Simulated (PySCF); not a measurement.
Molecule: C2H4Cl, charge -1, multiplicity 1. It need not be the lowest isomer of its formula. Whether it binds its extra electron was not tested at this geometry. SMILES: Cl[CH-]C
Geometry: optimised at B3LYP-D3(BJ)/def2-TZVP (Ansatz).

Dispersion corrections to the total energy (kcal/mol) from the dftd3 and dftd4 libraries through PySCF: D3(BJ) without and D4 with the three-body term, each with the damping fitted for the functional named.

```tsv
functional	D3(BJ)	D4
BLYP	[?]	-6.92
TPSS	-3.28	-4.11
B2GP-PLYP	-1.57	-1.23
HF	[?]	-12.02
PBE0	-2.22	-2.50
TPSSh	-2.98	-3.71
PBE	-2.63	[?]
```

**Question.** Complete the blanks.

**Answer.** 
- BLYP, D3(BJ): -5.63
- HF, D3(BJ): -22.49
- PBE, D4: -3.02
